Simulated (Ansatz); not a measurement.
C7H16, SMILES `CCC(CC)CC` at its PBE0-D4/def2-TZVP geometry, where that method's forces vanish. Total charge 0; spin multiplicity 1.

```xyz
23

C    -0.6624   -0.7752   -2.0802
C     0.0155   -1.3239   -0.8341
C     0.0862   -0.3583    0.3527
C     0.8458    0.9281    0.0308
C     2.2626    0.7130   -0.4748
C    -1.3057   -0.0656    0.9137
C    -1.3071    0.6128    2.2741
H    -1.6924   -0.4695   -1.8818
H    -0.1326    0.0920   -2.4823
H    -0.6926   -1.5314   -2.8679
H     1.0275   -1.6512   -1.0922
H    -0.5126   -2.2260   -0.5057
H     0.6489   -0.8777    1.1424
H     0.2761    1.5101   -0.7033
H     0.8857    1.5465    0.9322
H     2.7867    1.6645   -0.5911
H     2.2801    0.2105   -1.4446
H     2.8405    0.1005    0.2237
H    -1.8537   -1.0118    0.9897
H    -1.8650    0.5511    0.2010
H    -2.3245    0.7217    2.6570
H    -0.7395    0.0282    3.0042
H    -0.8672    1.6116    2.2367
```

(1) What forces (eV/Å) does ωB97M-V/def2-TZVPP give on these atoms in Ansatz 0.2.0? (Estimate.)

Results:

(1) Ansatz gave: 
```
C1  -0.093  0.083 -0.166
C2   0.102 -0.203  0.037
C3   0.093 -0.085  0.129
C4  -0.128  0.196  0.038
C5   0.196 -0.030 -0.077
C6  -0.173 -0.066 -0.141
C7   0.000  0.103  0.192
H8   0.065 -0.019 -0.010
H9  -0.027 -0.052  0.026
H10  0.001  0.056  0.057
H11 -0.067  0.017  0.016
H12  0.035  0.060 -0.022
H13 -0.029  0.033 -0.039
H14  0.026 -0.034  0.042
H15  0.004 -0.041 -0.061
H16 -0.038 -0.071  0.009
H17 -0.006  0.033  0.058
H18 -0.043  0.034 -0.042
H19  0.034  0.058 -0.006
H20  0.039 -0.030  0.039
H21  0.076 -0.009 -0.027
H22 -0.033  0.035 -0.052
H23 -0.035 -0.069  0.002
```
